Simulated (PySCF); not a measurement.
Breaking a bond: BeH, doublet.

ROKS-PBE = PySCF 2.14.0 with restricted open-shell PBE/cc-pVDZ; UKS-PBE = PySCF with unrestricted PBE/cc-pVDZ; ROKS-PBE0 = restricted open-shell PBE0/cc-pVDZ (PySCF); UCCSD(T) = CCSD(T) on UHF/cc-pVDZ in PySCF.

Energies relative to the lowest point of each curve near equilibrium, in kJ/mol; the last columns give the difference from UCCSD(T):

```tsv
R / Å	ROKS-PBE	UKS-PBE	ROKS-PBE0	UCCSD(T)	ROKS-PBE − UCCSD(T)	UKS-PBE − UCCSD(T)	ROKS-PBE0 − UCCSD(T)
1.02	132.6	132.9	131.3	130.8	1.8	2.0	0.5
1.07	89.0	89.2	87.6	87.0	2.0	2.3	0.6
1.14	46.3	46.5	45.0	44.3	2.0	2.2	0.7
1.22	17.2	17.3	16.1	15.6	1.6	1.7	0.5
1.27	7.0	7.1	6.2	5.9	1.1	1.2	0.3
1.32	1.5	1.6	1.2	1.0	0.5	0.6	0.1
1.36	0.0	0.0	0.0	0.0	0.0	0.0	0.0
1.38	0.0	0.0	0.2	0.3	-0.3	-0.3	-0.1
1.45	3.7	3.5	4.7	4.9	-1.3	-1.4	-0.3
1.51	10.3	10.0	12.1	12.4	-2.2	-2.4	-0.4
1.59	22.7	22.3	25.7	26.0	-3.3	-3.8	-0.3
1.70	44.3	43.4	49.1	48.9	-4.6	-5.4	0.2
1.85	78.0	76.2	85.6	83.1	-5.2	-6.9	2.4
2.01	114.8	111.5	125.8	118.1	-3.3	-6.6	7.7
2.25	164.9	157.4	181.0	158.7	6.2	-1.3	22.3
2.43	192.9	183.2	207.2	176.8	16.1	6.4	30.4
2.72	214.5	208.6	220.8	188.7	25.7	19.9	32.1
2.99	221.0	219.1	224.6	191.0	30.0	28.1	33.5
3.31	223.4	223.2	225.8	190.9	32.5	32.3	34.9
3.64	224.2	224.4	226.2	190.5	33.7	33.9	35.8
4.04	224.6	224.9	226.5	190.2	34.4	34.7	36.3
4.69	225.0	225.3	226.7	190.1	34.9	35.2	36.6
5.42	225.2	225.5	226.9	190.1	35.1	35.4	36.8
```

ROKS-PBE is furthest from UCCSD(T) at 5.42 (35.1 kJ/mol, above); its mean absolute difference over the points is 12.1 kJ/mol.

UKS-PBE is furthest from UCCSD(T) at 5.42 (35.4 kJ/mol, above); its mean absolute difference over the points is 11.5 kJ/mol.

ROKS-PBE0 is furthest from UCCSD(T) at 5.42 (36.8 kJ/mol, above); its mean absolute difference over the points is 13.6 kJ/mol.

The unrestricted determinant behind UCCSD(T) is spin-contaminated at 2.01 to 5.42 Å (<S²> up to 1.0, against 0.75 for a pure doublet).
